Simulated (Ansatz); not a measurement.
Rock-salt LiF, treated with G0W0@HSE06 (hard PAW, contour deformation; Ansatz, a first-principles code).

The cell has the measured lattice parameters. Conventional cell: a = 4.0262 Å, b = 4.0262 Å, c = 4.0262 Å, α = 90.00°, β = 90.00°, γ = 90.00°.

The quasiparticle gap at Γ at a fixed k mesh 2×2×2:

| response cutoff | value (eV) |
|---|---|
| 250 eV, 269 empty bands | 14.386 |
| 300 eV, 354 empty bands | 14.453 |
| 400 eV, 545 empty bands | 14.567 |
| 500 eV, 761 empty bands | 14.616 |

Problem. Taking the value to converge with the response cutoff E as E^(−3/2), extrapolate from the last two rows.

Solution. With y = y∞ + c/w and weights w = 8000 and 11180 for the last two rows, y∞ = (w2 y2 − w1 y1)/(w2 − w1) = (11180 × 14.616 − 8000 × 14.567)/3180 = 14.739 eV, which lies 0.123 beyond the last row. Successive pairs of rows give 14.666, 14.778, 14.739. The limit also hangs on the law assumed, so its last digits aren't firm.

The other settings are not extrapolated, so this is the limit in one setting alone.

Note: GW on a hybrid start was not checked against another program.
